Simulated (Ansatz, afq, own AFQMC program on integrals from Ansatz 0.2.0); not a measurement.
Re, sextet → Re, quartet

A free Re atom.

E(quartet, charge +0) − E(sextet, charge +0) at this geometry, on UHF and ROHF determinants.

Basis def2-TZVP with its core potentials. Noble-gas cores (and the filled d shells of Ga–Kr and In–Xe) are frozen. Ansatz 0.2.0 and our own AFQMC program on the same integrals; the CISD trial comes from CCSD amplitudes, and released means the phaseless constraint is let go. Error bars are statistical, one sigma. No spin–orbit coupling. The metal's outer-core s and p shells are frozen, which shifts wave-function levels against functionals. The errors of all members are added in quadrature.

No full CI on the walks' own integrals is used here; CCSDTQ serves as the reference and is uncertain by about the last step of the cluster series. Each member takes its own surest rung, up to full CI.

Errors are counted within def2-TZVP, not against nature.

Cautions: no spin-orbit coupling; outer-core shells of the metal frozen; Re (quartet): another spin lies lower, a spin-contaminated unrestricted determinant lies lower (UHF 956 meV lower, ⟨S²⟩ 4.78), the released energies are still falling, so no released level is given (meV from the phaseless value at times in 1/Eh: -19 ± 4 at 0.60, -30 ± 4 at 1.20, -39 ± 3 at 2.00, -46 ± 4 at 3.00, -50 ± 9 at 4.20), CCSDTQ on the UHF determinant differs (70 meV higher), by its state or its frozen core, its ph-AFQMC/CISD value lies 137 ± 4 meV above CCSDTQ.

```csv
level,vertical spin gap (kJ/mol)
CCSD,251.9
HF,309.3
```

Task: From these cheaper values, estimate the vertical spin gap at the reference level in def2-TZVP.

Result: 231.1 kJ/mol (CCSDTQ in def2-TZVP).

```tsv
level	vertical spin gap (kJ/mol)	error against CCSDTQ (kJ/mol)
MP2	262.1	31.0
CCSD(T)	243.4	12.2
CCSDT	235.1	4.0
CCSDT(Q)	233.1	2.0
ph-AFQMC/CISD	243.2 ± 0.4	12.1 ± 0.4
```

Correlation beyond CCSD(T) takes off 12.2 kJ/mol. The perturbative (T) step is worth −8.6 kJ/mol.

CCSDT and higher add their correlation energy to the determinant of the CCSD(T) run, since their own runs factorise the integrals more tightly (a shift of under 2 meV). A walk keeps the symmetry of its determinant, which the program's search chose and which needn't be the lowest solution, so a lower state of the same spin and another symmetry isn't excluded.
